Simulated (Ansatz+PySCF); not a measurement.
Results of a calculation; reference values are marked as such.
Input for PySCF 2.14.0:

```python
from pyscf import gto, scf, cc

mol = gto.M(atom="""
H 0.000000 0.000000 -1.699330
Cl 0.000000 0.000000 0.099960
""", basis='6-31g', charge=0, spin=0)
mf = scf.UHF(mol)
mf.kernel()
mycc = cc.CCSD(mf, frozen=5).run()
et = mycc.ccsd_t()
print(mf.e_tot, mycc.e_corr, et, mycc.e_tot + et)
```

The script is written out from the run's settings.

Output:

```yaml
Converged: yes
Reference_energy: -459.97246 hartree
CCSD_correlation_energy: -0.07746 hartree
Triples_correction: -0.00079 hartree
Total_energy: -460.05071 hartree
```

This is not the lowest solution: another run reaches a determinant 0.09 eV lower. Caution: bonds are stretched, where a single reference can fail.
